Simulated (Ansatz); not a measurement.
# CH₃S (doublet): the correlation ladder, cc-pV(Q+d)Z

One table from this session's results is given with a row withheld; the runs are named, their logs left out.

Program: Ansatz 0.2.0, Gaussian basis. Level of theory: cc-pV(Q+d)Z, core rule «outside noble gas», up to 6 orbitals frozen. These are calculated values, not measurements.

The runs, in order: UHF; CCSD(T) on ROHF; CCSD(T) on UHF.

## What is computed

The geometry is an MP2(full)/6-31G* stationary point (not a proven minimum).

5 atoms, charge 0, spin multiplicity 2.

Atoms are counted from 1 here; the program's logs count them from 0.

Bond lengths: C1–S2 1.799 Å, C1–H3 1.095 Å, C1–H4 1.090 Å, C1–H5 1.090 Å. Angles: S2–C1–H3 107.0°, S2–C1–H4 111.6°, S2–C1–H5 111.6°, H3–C1–H4 108.0°, H3–C1–H5 108.0°, H4–C1–H5 110.4°.

The first run:

The input, in.yaml:

```yaml
crystal:
  periodic: [false, false, false]
  atoms:
    - {symbol: C, position_ang: [-0.002063, 1.200529, 0.000000]}
    - {symbol: S, position_ang: [-0.002063, -0.598272, 0.000000]}
    - {symbol: H, position_ang: [1.045062, 1.521364, 0.000000]}
    - {symbol: H, position_ang: [-0.477424, 1.602744, 0.895197]}
    - {symbol: H, position_ang: [-0.477424, 1.602744, -0.895197]}
basis:
  gaussian: {orbitals: "cc-pV(Q+d)Z.json"}
magnetization: {spin_polarized: true, initial_magnetization: 1}
hamiltonian: {xc: hf}
output: {orbitals: {seedname: orbitals}}
```

The run is started by

```bash
$ ansatz run in.yaml --threads 1 --pin off --events-out ev --progress --plain --max-ram 3956MiB --backend cpu
```

Steps of the session up to this table: UHF; CCSD(T) on ROHF; CCSD(T) on UHF.

One table of the session follows, with a row left open; its other results are not shown here.

It belongs to the step «Misses and costs». 

| method | from RCCSD(T) (meV) |
| --- | --- |
| ROHF | +10963.7 |
| UHF | +10802.3 |
| RMP2 | +1241.0 |
| UMP2 | +1279.4 |
| RCCSD | +445.0 |
| UCCSD | +439.2 |
| RCCSD(T) | 0 |
| UCCSD(T) | ? |

Estimate the missing values for UCCSD(T).

As computed: from RCCSD(T) (meV): +0.3. In the column «from RCCSD(T) (meV)» it lies between RCCSD(T) (0) and UCCSD (+439.2).

With the free atoms at the same levels and basis (separate runs), the atomisation energy is 16.398 eV at RCCSD(T), 16.394 eV at UCCSD(T), 12.491 eV at ROHF.

Caveats from the session: Restricted and unrestricted rows rest on different reference determinants; where their highest levels disagree by more than a few hundredths of an eV, they describe different states and don't form one ladder.
